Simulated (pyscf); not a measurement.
`[SiH3][SH]` → `[SiH][SH]` [singlet] + `[H][H]` (1,1-elimination; singlet surface; H–Si, H–Si broken, H–H formed). Optimised with ωB97X-D3(BJ)/def2-SVP in PySCF. Energies in kcal/mol from the reactant's lowest minimum found.

```tsv
level	barrier	reaction energy
ωB97X-D3(BJ)/def2-TZVP	64.8	+46.2
PBE/def2-TZVP	53.3	+39.8
B3LYP-D3(BJ)/def2-TZVP	60.5	+41.3
PBE0-D3(BJ)/def2-TZVP	[?]	+44.6
ωB97M-D3(BJ)/def2-TZVP	[?]	[?]
HF/def2-TZVP	78.7	+46.9
```

Question: What belongs in the gaps?

Answer: 
- PBE0-D3(BJ)/def2-TZVP, barrier: 58.6
- ωB97M-D3(BJ)/def2-TZVP, barrier: 61.3
- ωB97M-D3(BJ)/def2-TZVP, reaction energy: +41.9

The functionals in the table span 11.5 kcal/mol in this barrier, from PBE to ωB97X-D3(BJ)/def2-TZVP. The same reactants have a lower exit, to H₂Si=S + H₂ (barrier +54.4 kcal/mol at ωB97M-D3(BJ)/def2-TZVP, against +61.3 kcal/mol here). :HSi–SH [singlet] lies 9.3 kcal/mol over its isomer H₂Si=S (electronic energy, ωB97M-D3(BJ)/def2-TZVP). This is the saddle that the search found; another between the same sides may lie lower.
